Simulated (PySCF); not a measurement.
A PySCF script (with the pyscf-properties extension) for the NMR shieldings of 5-Methylthiazole (SMILES Cc1cncs1), on a PBE0-D3(BJ)/def2-TZVP geometry:

```python
import basis_set_exchange as bse
import numpy as np
from pyscf import gto, dft
from pyscf.prop import nmr

atoms = """
C    -1.761191   -0.137677   -0.090972
C    -0.276653   -0.105562   -0.009050
C     0.555911    0.971597   -0.076438
N     1.892659    0.721757    0.032752
C     2.102465   -0.545936    0.185064
S     0.682730   -1.514253    0.205254
H    -2.208420   -0.550247    0.816514
H    -2.108593   -0.739675   -0.934216
H    -2.141393    0.876415   -0.222812
H     0.214727    1.990736   -0.209476
H     3.082450   -0.991505    0.293212
"""
names = dict.fromkeys(["C", "N", "S", "H"], "pcSseg-2")
basis = {el: gto.basis.parse(bse.get_basis(n, elements=[el], fmt="nwchem")) for el, n in names.items()}
mol = gto.M(atom=atoms, basis=basis, charge=0, verbose=0)
mf = dft.RKS(mol, xc="HYB_GGA_XC_B97_2")
mf.grids.level = 2
mf.grids.alignment = dft.numint.BLKSIZE   # the property module wants whole blocks of grid points
mf.conv_tol = 1e-9
mf.kernel()

calc = nmr.RKS(mf)   # GIAO
C = mf.mo_coeff
Co = C[:, mf.mo_occ > 0]
resp = mf.gen_response(singlet=True, hermi=2)
def vind(x):   # induced exchange potential for any number of trial vectors
    d = np.einsum("pi,xij,qj->xpq", C, 2 * x.reshape(-1, C.shape[1], Co.shape[1]), Co, optimize=True)
    return np.einsum("xpq,pi,qj->xij", resp(d - d.transpose(0, 2, 1)), C, Co, optimize=True).ravel()
mo1, _ = nmr.rhf.solve_mo1(calc, with_cphf=vind)
sigma = calc.kernel(mo1)
for i, s in enumerate(sigma):   # ppm
    w = np.linalg.eigvalsh((s + s.T) / 2)
    print("%2d %-2s iso %8.1f  s11 %8.1f  s22 %8.1f  s33 %8.1f" % (i, mol.atom_pure_symbol(i), w.mean(), *w))
```

**Question.** What are the results?

**Answer.** 
```
 0 C  iso    170.4  s11    156.0  s22    167.5  s33    187.7
 1 C  iso     42.7  s11    -36.8  s22     38.1  s33    126.7
 2 C  iso     36.6  s11    -37.5  s22     46.7  s33    100.6
 3 N  iso   -101.4  s11   -395.8  s22   -120.9  s33    212.6
 4 C  iso     26.3  s11    -60.2  s22     35.1  s33    104.0
 5 S  iso    223.1  s11     26.8  s22    276.5  s33    366.1
 6 H  iso     29.1  s11     24.2  s22     27.5  s33     35.6
 7 H  iso     29.1  s11     24.2  s22     27.5  s33     35.5
 8 H  iso     29.0  s11     24.0  s22     28.2  s33     34.8
 9 H  iso     23.9  s11     21.0  s22     22.6  s33     28.0
10 H  iso     23.1  s11     20.1  s22     22.0  s33     27.1
```

These numbers come from an equivalent density-fitted implementation of the same equations, which agrees with the script to about 0.01 ppm for H and up to a few tenths of a ppm for heavy atoms, so last digits may differ.

**Question.** Turn these shieldings into chemical shifts. Scale: ¹³C (σref 185.38), ¹H (σref 31.64) vs TMS; ¹⁵N (σref 261.75) against NH3; ³³S (σref 517.10) vs CS2 (reference shieldings calculated alike).

**Answer.** Averaging equivalent atoms: C 4: 159.1; C 2: 148.8; C 1: 142.7; C 0: 14.9; N 3: 363.1; S 5: 294; H 10: 8.58; H 9: 7.77; H 6/7/8: 2.57 ppm. Experimental scales use liquid or dissolved standards, which lie at an offset from isolated NH3 (liquid NH3: subtract about 20 ppm). Unscaled 15N shifts of sp2 nitrogen come out 20 to 40 ppm too high even then.

Size and cost of the density-fitted run: 293 basis functions, 31 s wall time on 1 thread of an Intel Xeon Platinum 8488C, shared host; peak memory 1.2 GiB.
